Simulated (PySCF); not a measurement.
**What an electron can do to PF**

PBE in PySCF with def2-TZVPPD on every atom, for the lowest determinant that a PBE0 search found; no spin–orbit coupling.

| species | state (unpaired electrons) | Re (Å) | ωe (cm⁻¹) | energy of the minimum from the neutral (eV) | De (eV) | dissociates to |
| --- | --- | --- | --- | --- | --- | --- |
| PF | triplet (π ↑↑) | 1.619 | 804 | 0.00 | 5.08 | P + F |
| PF⁺ | doublet (π ↑) | 1.532 | 990 | 9.60 | 5.97 | P⁺ + F |
| PF⁻ | doublet (π ↑) | 1.733 | 599 | -0.55 | 1.97 | P + F⁻ |

Q: Work out the lowest energy to break PF into atoms, from its vibrational ground state.

A: D0 = De − ωe/2 = 5.08 − 0.05 = 5.03 eV (PBE/def2-TZVPPD).

Q: Work out the ionisation energy of the P atom at this level and the threshold of dissociative ionisation.

A: IE(P) = 9.60 + 5.97 − 5.08 = 10.49 eV, so P⁺ + F + e⁻ appears at D0 + IE(P) = 15.52 eV (PBE/def2-TZVPPD). The measured IE(P) is 10.487 eV (NIST ASD).

Q: Work out the electron affinity of the F atom and the threshold of dissociative attachment.

A: EA(F) = 5.08 − 1.97 − (-0.55) = 3.66 eV, so P + F⁻ needs D0 − EA(F) = 1.37 eV (PBE/def2-TZVPPD). The measured EA(F) is 3.401 eV.

Q: At which energy does ion-pair formation open?

A: P⁺ + F⁻ lies at D0 + IE(P) − EA(F) = 11.86 eV (PBE/def2-TZVPPD).

These are thermodynamic thresholds; the onsets seen under electron impact lie higher where the geometry changes, and cross-sections peak well above them.

For an ion De counts to the pair picked by the measured ionisation energies or electron affinities, which need not be the lowest pair at this level. The highest Kohn–Sham level is positive in this anion. Much of that is self-interaction error, but it also means that the finite basis helps to hold the extra electron. States were picked by a PBE0 search and need not be the measured ground states.
